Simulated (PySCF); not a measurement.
Molecule: SMILES CC1C=CC=C1, C₆H₈.

Atoms are numbered as in `[CH3:1][CH:2]1[CH:3]=[CH:4][CH:5]=[CH:6]1`. Hydrogens are named by the atom that carries them.

Geometry PBE0-D3(BJ)/def2-SVP throughout; GIAO in PySCF 2.14.0 with density-fitted response routines, gas phase, one conformer, non-relativistic; equivalent atoms averaged; functional PBE0.

For orientation, 6-31G* gives these absolute shieldings σ: C3/C6 59.0, C4/C5 67.4, C2 147.7, C1 179.6, H(C4)/H(C5) 25.62, H(C3)/H(C6) 25.58, H(C2) 29.01, H(C1) 30.86 ppm.

A run gave: C3/C6 37.9, C4/C5 48.7, C2 133.9, C1 171.7, H(C4)/H(C5) 24.75, H(C3)/H(C6) 24.76, H(C2) 28.37, H(C1) 30.39 ppm (absolute shieldings σ).

Which basis set was used in that run?
A. STO-3G
B. def2-TZVP
C. def2-SVP
D. pcSseg-1
E. 6-31G

Answers

B. C4/C5 tells them apart best: def2-TZVP gives 48.7, pcSseg-1 gives 45.4, 6-31G gives 69.8, STO-3G gives 118.9, def2-SVP gives 62.7 ppm.
